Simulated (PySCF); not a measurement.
Species: C4H6S.
Numbering: `[CH:1]1=[CH:2][CH2:3][S:4][CH2:5]1` (hydrogens: H6 on C1; H7 on C2; H8, H9 on C3; H10, H11 on C5)

Linear response at PBE0/aug-cc-pVTZ (PySCF, frozen core in the response, non-relativistic). Geometry: PBE0-D3(BJ)/def2-TZVP; no solvent, vibrations or thermal averaging.

Static isotropic polarisability: 65.67 au (9.73 Å³), principal values 50.8, 69.9, 76.3 au.

Q: What is the polarisability at 1064 nm and at the sodium D line?

A: 66.28 au at 1064 nm (+0.9 %), 67.74 au at 589.3 nm (+3.2 %). The rise at 589.3 nm is 3.39 times that at 1064 nm; a pure ω² law gives 3.26. The lowest singlet lies at 241 nm, shorter than both wavelengths.

Q: What is the isotropic C6 coefficient between two such molecules, C6 = (3/π)∫α(iω)² dω?

A: 1694 au (Eh·bohr⁶) by a ten-point quadrature over imaginary frequencies, which is 1010 eV·Å⁶ or 97.7 J·nm⁶/mol.

Q: Which effective excitation energy ω̄ makes London's formula C6 = (3/4)α²ω̄ exact here?

A: ω̄ = 4·C6/(3α²) = 0.524 Eh = 14.3 eV. A one-pole form α(ω) = α/(1 − ω²/ω̄²) fitted to the 1064 nm value gives 12.1 eV.

Q: How many electrons N does the Slater–Kirkwood formula C6 = (3/4)·√N·α^(3/2) need to give this C6?

A: N = (4·C6/3)²/α³ = 18.0; the species has 46 electrons in all.

Q: What three-body coefficient follows from the one-pole estimate C9 = (3/4)·α·C6?

A: 83400 au. This is an estimate from the two numbers above, not a computed integral.

Q: How anisotropic is the static polarisability, by Δα² = ½[(α1 − α2)² + (α2 − α3)² + (α3 − α1)²]?

A: Δα = 23.0 au, or 0.35 of the isotropic value.

Q: The lowest 10 singlets have (eV, f): 5.14, 0.000; 5.16, 0.004; 5.17, 0.010; 5.86, 0.012; 5.87, 0.008; 5.92, 0.000; 6.14, 0.006; 6.44, 0.003; 6.50, 0.012; 6.60, 0.000. What share of the static polarisability do they carry in the sum over states α = Σ f/ω²?

A: 1.21 au, 1.8 % of α; the largest term, 0.28 au, is that of the state at 5.17 eV. Their oscillator strengths add up to 0.06. Higher states carry the rest.

Q: What n − 1 at the D line would an ideal gas of it have at 273.15 K and 1 atm (2.6868 × 10¹⁹ cm⁻³), by n − 1 = 2π·N·α′?

A: 16.95 × 10⁻⁴, a formal value whether or not that pressure can be reached.

Time: 59 s of wall time; peak memory 1.1 GiB. Hardware: one thread of an Arm Neoverse V1, shared host with 32 logical CPUs at a one-minute load of 16. This is the whole response run at PBE0/aug-cc-pVTZ, SCF included.
